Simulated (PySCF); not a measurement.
**Computed NMR parameters against published values**

Structure with atom numbers: `[Li:1][F:2]`.

Published values to compare with: σ $^{19}$F F2 375.0; σ $^{7}$Li Li1 89.6 ppm (CCSD(T)/cc-pCVQZ; gas (isolated, no vibration); M. Glasbrenner, PhD thesis, LMU Munich (RPA NMR shieldings paper, SI)).
σ $^{19}$F F2 382.5; σ $^{7}$Li Li1 89.3 ppm (CCSD(T)/aug-cc-pCV[TQ]Z extrapolated; gas (isolated, no vibration); Teale, Lutnaes, Helgaker, Tozer, Gauss, JCP 2013, 138, 024111, as tabulated in M. Glasbrenner, PhD thesis, LMU Munich (SI Table 24)). Coupling constants: $^{1}J$(Li1,F2) 172.3 Hz.

A single conformation, in vacuum, non-relativistic Hamiltonian. Couplings computed with B3LYP/pcJ-2; GIAO B97-2/pcSseg-2 shieldings; coordinates at the PBE0-D3(BJ)/def2-TZVP level; PySCF.

Task: Set the calculated values beside the experiment.

Result: 
Reference values: CCSD(T)/cc-pCVQZ (gas (isolated, no vibration); M. Glasbrenner, PhD thesis, LMU Munich (RPA NMR shieldings paper, SI)).
| atoms | quantity | reference | computed |
| --- | --- | --- | --- |
| F2 | σ $^{19}$F | 375.0 | 349.7 |
| Li1 | σ $^{7}$Li | 89.6 | 88.3 |

Reference values: CCSD(T)/aug-cc-pCV[TQ]Z extrapolated (gas (isolated, no vibration); Teale, Lutnaes, Helgaker, Tozer, Gauss, JCP 2013, 138, 024111, as tabulated in M. Glasbrenner, PhD thesis, LMU Munich (SI Table 24)).
```tsv
atoms	quantity	reference	computed
F2	σ $^{19}$F	382.5	349.7
Li1	σ $^{7}$Li	89.3	88.3
```

Absolute shieldings are compared as such; zero-point and thermal motion, absent here, lowers them by some tenths of a ppm for H, a few ppm for C and up to about 10 ppm for F.

Coupling constants in Hz:
| coupling | reference | computed | source |
| --- | --- | --- | --- |
| $^{1}J$(Li1,F2) | 172.3 | 164.7 | measured; Green and Yates, arXiv:1403.0524 (values compiled by Lantto, Vaara, Helgaker 2002) |

Task: How far are the unscaled $^{19}$F shieldings from the references?

Result: Mean signed difference -29.05 ppm, mean absolute 29.05 ppm over 2 comparisons; the largest is -32.8 ppm at F2 (fluorine bonded to Li).

Task: How far are the unscaled $^{7}$Li shieldings from the references?

Result: Mean signed difference -1.15 ppm, mean absolute 1.15 ppm over 2 comparisons; the largest is -1.3 ppm at Li1 (lithium bonded to F).

5 of the 20 published NMR values on file for this molecule are compared. The rest: other calculations.
